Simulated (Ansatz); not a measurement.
Ansatz (an electronic-structure program) input (B3LYP-D3(BJ)/def2-TZVP):

Ansatz 0.2 input:
```yaml
crystal:
  periodic: [false, false, false]
  atoms:
    - {symbol: C, position_ang: [0.81834753, 1.79652961, -0.09555585]}
    - {symbol: C, position_ang: [0.59146457, 0.38410402, 0.27782705]}
    - {symbol: C, position_ang: [-0.69671648, -0.30222355, 0.03351467]}
    - {symbol: C, position_ang: [-0.53704150, -1.81576515, -0.11205938]}
    - {symbol: H, position_ang: [1.85115454, 1.95802639, -0.41017680]}
    - {symbol: H, position_ang: [-1.50310512, -2.28853254, -0.27310001]}
    - {symbol: H, position_ang: [0.64155139, 2.47282984, 0.75268586]}
    - {symbol: H, position_ang: [0.15065111, 2.10043552, -0.90027660]}
    - {symbol: H, position_ang: [-0.09197651, -2.23831635, 0.78556165]}
    - {symbol: H, position_ang: [0.10749647, -2.04872504, -0.95620891]}
    - {symbol: H, position_ang: [1.32556333, -0.10858341, 0.89303069]}
    - {symbol: H, position_ang: [-1.17000386, 0.10888322, -0.86379186]}
    - {symbol: H, position_ang: [-1.39516888, -0.11318065, 0.86688997]}
basis:
  gaussian:
    orbitals: def2-TZVP
hamiltonian:
  xc: b3lyp
  dispersion: d3bj
magnetization: {spin_polarized: true, initial_magnetization: 1}
relax: {f_tol: 0.002, max_steps: 150}
```

Output:

```
Functional definition: B3LYP
integrals: 0.08 GiB planned
1116 factors; their error is unknown
mean field: 0.99 GiB planned
mean field evaluation 1: about -4283.0065 eV, gradient 5.1e1 eV
mean field evaluation 2: about -4275.1971 eV, gradient 6.2e1 eV
mean field evaluation 4: about -4295.4126 eV, gradient 3.0e0 eV
mean field evaluation 8: about -4295.4225 eV, gradient 6.0e-2 eV
mean field evaluation 16: about -4295.4225 eV, gradient 4.0e-5 eV
mean field -4295.42253885 eV, -157.8538667606 hartree, gradient 1.5e-5 eV, S^2 0.754132; 0 other end points of the search recorded, 0 dependent functions left out
the calculation of the forces begins
reference -4295.42282979 eV, -157.8538774527 hartree; 17, 16 occupied and 161, 162 virtual orbitals, 1116 factors
relax step   1: F+E_penalty+E_count = -4295.78746748 eV  Δ(F+E_penalty+E_count) = +0.000e0 eV  max|allowed force component| = 1.850e-1 eV/Å  Δτ_max = 0.0000 Å  (31 SCF iters, accepted)
these checks for a lower state are left out or cut short: starts, cluster_reference, orbital_swaps, neighbouring_geometries, increment
integrals: 0.08 GiB planned
1116 factors; their error is unknown
mean field: 0.98 GiB planned
mean field -4295.43644027 eV, -157.8543776285 hartree, gradient 2.3e-5 eV, S^2 0.754154; 0 other end points of the search recorded, 0 dependent functions left out
the calculation of the forces begins
reference -4295.43673249 eV, -157.8543883673 hartree; 17, 16 occupied and 161, 162 virtual orbitals, 1116 factors
relax step   2: F+E_penalty+E_count = -4295.79933366 eV  Δ(F+E_penalty+E_count) = -1.187e-2 eV  max|allowed force component| = 1.075e-1 eV/Å  Δτ_max = 0.0481 Å  (31 SCF iters, accepted)
these checks for a lower state are left out or cut short: starts, cluster_reference, orbital_swaps, neighbouring_geometries, increment
integrals: 0.08 GiB planned
1116 factors; their error is unknown
mean field: 0.98 GiB planned
mean field evaluation 32: about -4295.4398 eV, gradient 2.3e-5 eV
mean field -4295.43982138 eV, -157.8545018822 hartree, gradient 2.3e-5 eV, S^2 0.754146; 0 other end points of the search recorded, 0 dependent functions left out
the calculation of the forces begins
reference -4295.44011392 eV, -157.8545126325 hartree; 17, 16 occupied and 161, 162 virtual orbitals, 1116 factors
relax step   3: F+E_penalty+E_count = -4295.80232089 eV  Δ(F+E_penalty+E_count) = -2.987e-3 eV  max|allowed force component| = 3.932e-2 eV/Å  Δτ_max = 0.0428 Å  (31 SCF iters, accepted)
these checks for a lower state are left out or cut short: starts, cluster_reference, orbital_swaps, neighbouring_geometries, increment
integrals: 0.08 GiB planned
1116 factors; their error is unknown
mean field: 0.99 GiB planned
mean field -4295.44515068 eV, -157.8546977302 hartree, gradient 2.4e-5 eV, S^2 0.754123; 0 other end points of the search recorded, 0 dependent functions left out
the calculation of the forces begins
reference -4295.44544325 eV, -157.8547084818 hartree; 17, 16 occupied and 161, 162 virtual orbitals, 1116 factors
relax step   4: F+E_penalty+E_count = -4295.80858581 eV  Δ(F+E_penalty+E_count) = -6.265e-3 eV  max|allowed force component| = 4.344e-2 eV/Å  Δτ_max = 0.1305 Å  (31 SCF iters, accepted)
these checks for a lower state are left out or cut short: starts, cluster_reference, orbital_swaps, neighbouring_geometries, increment
integrals: 0.08 GiB planned
1116 factors; their error is unknown
mean field: 0.99 GiB planned
mean field -4295.44273733 eV, -157.8546090410 hartree, gradient 2.4e-5 eV, S^2 0.754178; 0 other end points of the search recorded, 0 dependent functions left out
the calculation of the forces begins
reference -4295.44303039 eV, -157.8546198111 hartree; 17, 16 occupied and 161, 162 virtual orbitals, 1116 factors
relax step   5: F+E_penalty+E_count = -4295.80652553 eV  Δ(F+E_penalty+E_count) = +2.060e-3 eV  max|allowed force component| = 3.183e-1 eV/Å  Δτ_max = 0.1272 Å  (31 SCF iters, rejected (line search))
these checks for a lower state are left out or cut short: starts, cluster_reference, orbital_swaps, neighbouring_geometries, increment
integrals: 0.08 GiB planned
1116 factors; their error is unknown
mean field: 0.98 GiB planned
mean field -4295.44722585 eV, -157.8547739914 hartree, gradient 2.7e-5 eV, S^2 0.754136; 0 other end points of the search recorded, 0 dependent functions left out
the calculation of the forces begins
reference -4295.44751905 eV, -157.8547847661 hartree; 17, 16 occupied and 161, 162 virtual orbitals, 1116 factors
relax step   6: F+E_penalty+E_count = -4295.81067121 eV  Δ(F+E_penalty+E_count) = -2.085e-3 eV  max|allowed force component| = 2.721e-2 eV/Å  Δτ_max = 0.0625 Å  (31 SCF iters, accepted)
these checks for a lower state are left out or cut short: starts, cluster_reference, orbital_swaps, neighbouring_geometries, increment
integrals: 0.08 GiB planned
1116 factors; their error is unknown
mean field: 0.98 GiB planned
mean field -4295.44749740 eV, -157.8547839706 hartree, gradient 2.1e-5 eV, S^2 0.754143; 0 other end points of the search recorded, 0 dependent functions left out
the calculation of the forces begins
reference -4295.44779084 eV, -157.8547947542 hartree; 17, 16 occupied and 161, 162 virtual orbitals, 1116 factors
relax step   7: F+E_penalty+E_count = -4295.81122895 eV  Δ(F+E_penalty+E_count) = -5.577e-4 eV  max|allowed force component| = 1.430e-1 eV/Å  Δτ_max = 0.0976 Å  (31 SCF iters, accepted)
these checks for a lower state are left out or cut short: starts, cluster_reference, orbital_swaps, neighbouring_geometries, increment
integrals: 0.08 GiB planned
1116 factors; their error is unknown
mean field: 0.99 GiB planned
mean field evaluation 64: about -4295.4485 eV, gradient 3.5e-4 eV
mean field -4295.44851676 eV, -157.8548214312 hartree, gradient 2.3e-5 eV, S^2 0.754154; 0 other end points of the search recorded, 0 dependent functions left out
the calculation of the forces begins
reference -4295.44881016 eV, -157.8548322136 hartree; 17, 16 occupied and 161, 162 virtual orbitals, 1116 factors
relax step   8: F+E_penalty+E_count = -4295.81213341 eV  Δ(F+E_penalty+E_count) = -9.045e-4 eV  max|allowed force component| = 5.612e-2 eV/Å  Δτ_max = 0.0142 Å  (32 SCF iters, accepted)
these checks for a lower state are left out or cut short: starts, cluster_reference, orbital_swaps, neighbouring_geometries, increment
integrals: 0.08 GiB planned
1116 factors; their error is unknown
mean field: 0.99 GiB planned
mean field -4295.44868968 eV, -157.8548277860 hartree, gradient 2.3e-5 eV, S^2 0.754150; 0 other end points of the search recorded, 0 dependent functions left out
the calculation of the forces begins
reference -4295.44898286 eV, -157.8548385604 hartree; 17, 16 occupied and 161, 162 virtual orbitals, 1116 factors
relax step   9: F+E_penalty+E_count = -4295.81248216 eV  Δ(F+E_penalty+E_count) = -3.488e-4 eV  max|allowed force component| = 4.264e-3 eV/Å  Δτ_max = 0.0248 Å  (32 SCF iters, accepted)
these checks for a lower state are left out or cut short: starts, cluster_reference, orbital_swaps, neighbouring_geometries, increment
integrals: 0.08 GiB planned
1116 factors; their error is unknown
mean field: 0.99 GiB planned
mean field -4295.44876176 eV, -157.8548304349 hartree, gradient 2.3e-5 eV, S^2 0.754160; 0 other end points of the search recorded, 0 dependent functions left out
the calculation of the forces begins
reference -4295.44905473 eV, -157.8548412015 hartree; 17, 16 occupied and 161, 162 virtual orbitals, 1116 factors
relax step  10: F+E_penalty+E_count = -4295.81260496 eV  Δ(F+E_penalty+E_count) = -1.228e-4 eV  max|allowed force component| = 7.254e-3 eV/Å  Δτ_max = 0.0323 Å  (31 SCF iters, accepted)
these checks for a lower state are left out or cut short: starts, cluster_reference, orbital_swaps, neighbouring_geometries, increment
integrals: 0.08 GiB planned
1116 factors; their error is unknown
mean field: 0.99 GiB planned
mean field -4295.44874972 eV, -157.8548299923 hartree, gradient 2.3e-5 eV, S^2 0.754162; 0 other end points of the search recorded, 0 dependent functions left out
the calculation of the forces begins
reference -4295.44904248 eV, -157.8548407513 hartree; 17, 16 occupied and 161, 162 virtual orbitals, 1116 factors
relax step  11: F+E_penalty+E_count = -4295.81264158 eV  Δ(F+E_penalty+E_count) = -3.662e-5 eV  max|allowed force component| = 3.094e-3 eV/Å  Δτ_max = 0.0260 Å  (32 SCF iters, accepted)
these checks for a lower state are left out or cut short: starts, cluster_reference, orbital_swaps, neighbouring_geometries, increment
integrals: 0.08 GiB planned
1116 factors; their error is unknown
mean field: 0.99 GiB planned
mean field -4295.44875556 eV, -157.8548302072 hartree, gradient 2.3e-5 eV, S^2 0.754165; 0 other end points of the search recorded, 0 dependent functions left out
the calculation of the forces begins
reference -4295.44904833 eV, -157.8548409662 hartree; 17, 16 occupied and 161, 162 virtual orbitals, 1116 factors
relax step  12: F+E_penalty+E_count = -4295.81264718 eV  Δ(F+E_penalty+E_count) = -5.599e-6 eV  max|allowed force component| = 1.275e-3 eV/Å  Δτ_max = 0.0038 Å  (32 SCF iters, accepted)
these checks for a lower state are left out or cut short: starts, cluster_reference, orbital_swaps, neighbouring_geometries, increment
integrals: 0.08 GiB planned
1116 factors; their error is unknown
mean field: 0.99 GiB planned
mean field evaluation 96: about -4295.4785 eV, gradient 4.3e-1 eV
mean field -4295.44876708 eV, -157.8548306303 hartree, gradient 2.3e-5 eV, S^2 0.754166; 0 other end points of the search recorded, 0 dependent functions left out
the calculation of the forces begins
reference -4295.44905986 eV, -157.8548413898 hartree; 17, 16 occupied and 161, 162 virtual orbitals, 1116 factors
relax step  13: F+E_penalty+E_count = -4295.81265190 eV  Δ(F+E_penalty+E_count) = -4.717e-6 eV  max|allowed force component| = 1.461e-3 eV/Å  Δτ_max = 0.0052 Å  (33 SCF iters, accepted)
these checks for a lower state are left out or cut short: starts, cluster_reference, orbital_swaps, neighbouring_geometries, increment
integrals: 0.08 GiB planned
1116 factors; their error is unknown
mean field: 0.99 GiB planned
mean field -4295.44876614 eV, -157.8548305960 hartree, gradient 2.3e-5 eV, S^2 0.754164; 0 other end points of the search recorded, 0 dependent functions left out
the calculation of the forces begins
reference -4295.44905894 eV, -157.8548413562 hartree; 17, 16 occupied and 161, 162 virtual orbitals, 1116 factors
relax step  14: F+E_penalty+E_count = -4295.81265419 eV  Δ(F+E_penalty+E_count) = -2.292e-6 eV  max|allowed force component| = 1.194e-3 eV/Å  Δτ_max = 0.0066 Å  (32 SCF iters, accepted)
integrals: 0.08 GiB planned
1116 factors; their error is unknown
mean field: 0.99 GiB planned
mean field evaluation 128: about -4295.4488 eV, gradient 6.3e-3 eV
mean field -4295.44876614 eV, -157.8548305960 hartree, gradient 2.3e-5 eV, S^2 0.754164; 1 other end points of the search recorded, 0 dependent functions left out
the calculation of the forces begins
reference -4295.44905894 eV, -157.8548413562 hartree; 17, 16 occupied and 161, 162 virtual orbitals, 1116 factors
Total energy: -4295.81294699 eV, -157.8682139953 hartree
Atom 0 at     0.807297     1.826779    -0.044057 Å, force     0.000075     0.001194    -0.000350 eV/Å
Atom 1 at     0.669020     0.356326     0.110843 Å, force    -0.000402    -0.000190     0.000092 eV/Å
Atom 2 at    -0.654172    -0.308976    -0.020727 Å, force    -0.000253    -0.000235     0.000612 eV/Å
Atom 3 at    -0.580623    -1.834507    -0.046658 Å, force     0.000480     0.000034    -0.000844 eV/Å
Atom 4 at     1.851594     2.137122    -0.098540 Å, force    -0.001037    -0.000025     0.000076 eV/Å
Atom 5 at    -1.573584    -2.279134    -0.130619 Å, force    -0.000092     0.000096     0.000075 eV/Å
Atom 6 at     0.351815     2.372741     0.797438 Å, force     0.000560    -0.000589    -0.000785 eV/Å
Atom 7 at     0.297509     2.185105    -0.945508 Å, force     0.000621    -0.000333     0.000903 eV/Å
Atom 8 at    -0.119176    -2.217344     0.866412 Å, force    -0.000164     0.000385    -0.000234 eV/Å
Atom 9 at     0.017565    -2.181046    -0.891671 Å, force     0.000185    -0.000738    -0.000107 eV/Å
Atom 10 at     1.496117    -0.212075     0.520566 Å, force     0.000012     0.000006    -0.000055 eV/Å
Atom 11 at    -1.157924     0.055580    -0.926031 Å, force     0.000321    -0.000323     0.000273 eV/Å
Atom 12 at    -1.313222     0.004911     0.806893 Å, force    -0.000306     0.000718     0.000343 eV/Å
Dipole moment:    -0.031766     0.027368     0.023959 e Å
```

It need not be the lowest isomer of its formula.
